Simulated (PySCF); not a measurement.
Gas-phase reaction: 4 BCl + 2 HO2 = 2 BCl2OH + O + B2O

Method: PySCF energies plus ideal-gas RRHO corrections (1 bar). † marks an energy on the PBE0/def2-TZVP geometry and frequencies; other levels use their own. Open shells (unrestricted): HO2 (multiplicity 2), O (multiplicity 3); the rest are closed-shell singlets. Spin-orbit splitting is ignored; it lowers the true energy and changes the entropy of O. BCl2OH: computed as isolated molecules; such fragments, hydroxides, amides, oligomers or adducts are transient or little studied in the gas. Strong static correlation: B2O.

```
level               ΔH°(298 K), kJ
------------------  --------------
BLYP/def2-TZVP†                  …
HF/def2-TZVP†                -1652
M06-2X/def2-TZVP†            -1591
PBE/def2-SVP                     …
PBE0/def2-QZVP†              -1544
PBE0/def2-SVP†               -1595
PBE0/def2-TZVP                   …
ωB97X-V/def2-TZVP†               …
```

**Question.** Some entries are withheld; supply them.

**Answer.** 
- BLYP/def2-TZVP†, ΔH°(298 K), kJ: -1410
- PBE/def2-SVP, ΔH°(298 K), kJ: -1495
- PBE0/def2-TZVP, ΔH°(298 K), kJ: -1541
- ωB97X-V/def2-TZVP†, ΔH°(298 K), kJ: -1535
